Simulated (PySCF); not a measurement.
Species: C4H7OS (doublet state).
Z-matrix (Å and degrees, GFN2-xTB geometry), rows numbered from 1:
```
C 
C   1  1.3639
C   2  1.3826  1  124.82
S   3  1.7793  2  122.48  1     2.14
C   4  1.8650  3   95.39  2   -83.37
O   4  1.4620  3  105.76  2   168.74
H   1  1.0744  2  121.23  3   178.32
H   1  1.0759  2  121.35  3    -3.98
H   2  1.0842  1  118.16  3  -178.85
H   3  1.0773  2  122.37  1   173.15
H   5  1.0839  4  108.66  3   -60.20
H   5  1.0849  4  107.33  3  -179.32
H   5  1.0831  4  108.36  3    60.89
```

The hyperfine couplings belong to this conformer and change with its torsions.

Identity: `[CH2]/C=C\[S@](C)=O` [radical].

Level of theory: PySCF, UKS B3LYP, pcH-1 on C H O S, non-relativistic, mean-field spin-orbit, GIAO. Isolated species at its GFN2-xTB geometry (one conformer only). A GFN2-xTB geometry isn't a minimum of the functional, and hyperfine couplings can be far from their values at a DFT geometry. Stability of the SCF solution: not tested. ⟨S²⟩ is 0.775 where a pure state has 0.75.

Q: Match the computed a_iso(13C) values +63.5, +50.5, -45.1, +40.1 MHz with the sites C1; C2; C3; C5.

A: 
```
site  a_iso (MHz)  ρ(0) (bohr⁻³)                 position  distance from C3 (Å)  spin population  largest |T| (MHz)
  C1        +50.5        +0.0449         a main spin site                  2.43            +0.63               94.0
  C2        -45.1        -0.0401           1 bond from C1                  1.38            -0.25               28.1
  C3        +63.5        +0.0565  largest spin population                  0.00            +0.65              102.4
  C5        +40.1        +0.0356          2 bonds from C3                  2.70            +0.04                9.2
```

ρ(0) is the spin density at the nucleus and T the dipolar tensor; a_iso includes a spin–orbit part; entries for several nuclei are means. Largest spin populations (Mulliken): C3 (+0.65), C1 (+0.63) and C2 (-0.25). The angles at C3 add up to 359.4°, so it is planar; its axial dipolar tensor and the negative coupling of its proton fit spin in a p orbital normal to that plane. Main spin sites, with 60 % or more of the largest population: C1, C3; positions count bonds from the nearest.

The spin density at the nucleus, in bohr⁻³, is negative for C2 (-0.0401), H10 (-0.0096) and H7 (-0.0087), for instance. A restricted open-shell determinant has no negative spin density anywhere; here it arises because α and β orbitals differ (spin polarisation).

Nuclei that the bonding pattern makes equivalent are averaged, as if the motion that swaps them (rotation, inversion, ring flip) were fast. H7 and H8 aren't averaged: C1 is flat or nearly so (angle sum 360°), and its turn about the short C1–C2 bond (1.36 Å) is taken as slow. The three 1H nuclei of mean +0.2 MHz run from -3.4 to 7.3 MHz in the frozen geometry.
